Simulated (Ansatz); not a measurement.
# B₂H₂ (triplet): wave-function methods side by side, cc-pVTZ

The task here is to estimate one member of a computed series from the others.

The runs use Ansatz 0.2.0, Gaussian basis; cc-pVTZ, core rule «outside noble gas», up to 2 orbitals frozen.

The runs, in order: UHF; CCSD(T) on ROHF; CCSD(T) on UHF; BCCD(T) on ROHF; CCSDT(Q) on ROHF; CCSDT(Q) on UHF; CASSCF and MRCISD+Q, 8 electrons in 10 orbitals; CASSCF and MRCISD+Q(relaxed), 8 electrons in 10 orbitals; CASSCF and NEVPT2, 8 electrons in 10 orbitals.

7 further runs of the same task are left out: 3 for a known fault of the program, 4 set aside as unsound or not needed.

**What is computed**

The geometry is a PBE0/def2-TZVP stationary point (not a proven minimum).

4 atoms, charge 0, spin multiplicity 3.

Atoms are counted from 1 here; the program's logs count them from 0.

Bond lengths: B1–B2 1.585 Å, B1–H3 1.197 Å, B1–H4 1.197 Å. Angles: B2–B1–H3 118.9°, B2–B1–H4 118.9°, H3–B1–H4 122.2°.

Set-up of the first run:

File in.yaml:

```yaml
crystal:
  periodic: [false, false, false]
  atoms:
    - {symbol: B, position_ang: [0.000000, 0.000000, 0.675628]}
    - {symbol: B, position_ang: [0.000000, 0.000000, -0.909454]}
    - {symbol: H, position_ang: [0.000000, 1.047868, 1.253990]}
    - {symbol: H, position_ang: [0.000000, -1.047868, 1.253990]}
basis:
  gaussian: {orbitals: cc-pVTZ}
magnetization: {spin_polarized: true, initial_magnetization: 2}
hamiltonian: {xc: hf}
output: {orbitals: {seedname: orbitals}}
```

Started as:

```sh
> ansatz run in.yaml --threads 1 --pin off --events-out ev --progress --plain --max-ram 4096MiB --backend cpu
```

Among the steps run: UHF; CCSD(T) on ROHF; CCSD(T) on UHF; BCCD(T) on ROHF; CCSDT(Q) on ROHF; CCSDT(Q) on UHF; CASSCF and MRCISD+Q, 8 electrons in 10 orbitals; CASSCF and MRCISD+Q(relaxed), 8 electrons in 10 orbitals; CASSCF and NEVPT2, 8 electrons in 10 orbitals.

One table of the session follows, with a row left open; its other results are not shown here.

```
                   method  from UCCSDT(Q) (kJ/mol)
                     ROHF                   +496.9
                      UHF                   +491.5
                     RMP2                   +101.2
                     UMP2                        ?
                    RCCSD                    +22.2
                    UCCSD                    +22.0
                 RCCSD(T)                     +4.4
                 UCCSD(T)                     +4.3
                  BCCD(T)                     +4.0
                   RCCSDT                     +0.9
                   UCCSDT                     +0.8
                RCCSDT(Q)                     +0.1
                UCCSDT(Q)                        0
           CASSCF valence                   +310.2
           NEVPT2 valence                    +74.3
           MRCISD valence                    +19.7
         MRCISD+Q valence                     +4.6
MRCISD+Q(relaxed) valence                     -0.4
```

**Question.** Estimate the row for UMP2.

**Answer.** from UCCSDT(Q) (kJ/mol): +100.2. In the column «from UCCSDT(Q) (kJ/mol)» it lies between NEVPT2 valence (+74.3) and RMP2 (+101.2).

Among the levels timed on like hardware and quicker than the yardstick, those that no quicker one beats, quickest first: NEVPT2 valence (16 s, +74.3 kJ/mol); BCCD(T) (19 s, +4.0 kJ/mol); MRCISD+Q(relaxed) valence (23 s, -0.4 kJ/mol); RCCSDT(Q) (30 s, +0.1 kJ/mol).

With the free atoms at the same levels and basis (separate runs), the atomisation energy is 10.685 eV at UCCSDT(Q), 10.663 eV at RCCSD(T), 10.662 eV at UCCSD(T), 9.365 eV at ROHF.

Limits of these values: Of the multireference levels listed MRCISD+Q(relaxed) valence comes nearest in total energy (-0.4 kJ/mol), which doesn't show that its space is the better one. Restricted and unrestricted rows rest on different reference determinants; where their highest levels disagree by more than a few hundredths of an eV, they describe different states and don't form one ladder.
